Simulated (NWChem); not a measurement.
C4H6; SMILES CC#CC

```xyz
10

C     -0.0001     2.0611     0.0000
C      0.0011     0.6061     0.0001
C     -0.0019    -0.6062    -0.0005
C      0.0004    -2.0610     0.0001
H      0.3100     2.4622     0.9780
H     -1.0034     2.4587    -0.2197
H      0.6909     2.4630    -0.7579
H     -0.9994    -2.4650    -0.2249
H      0.3070    -2.4593     0.9802
H      0.6977    -2.4596    -0.7537
```
Atoms are numbered in this order, from 1.

Computed with NWChem. Medium grid unless said otherwise, to which SCAN and Minnesota functionals are sensitive. Structure relaxed at the PBE0/def2-SVP level. Total energies of different functionals are on different scales.

```tsv
level	energy (Ha)	highest occupied level (eV)	orbital gap (eV)
PBE/def2-SVP	-155.6440	-5.76	6.50
B3LYP/def2-SVP	-155.8673	(withheld)	(withheld)
BLYP/def2-SVP	-155.7764	-5.57	6.45
CAM-B3LYP/def2-SVP	-155.7645	-8.34	11.28
PW6B95/def2-SVP	-156.0626	-7.10	8.93
r2SCAN/def2-SVP	-155.7574	-6.03	7.05
```

Problem. Fill in the missing entries.

Solution. 
- B3LYP/def2-SVP, highest occupied level (eV): -6.75
- B3LYP/def2-SVP, orbital gap (eV): 8.28
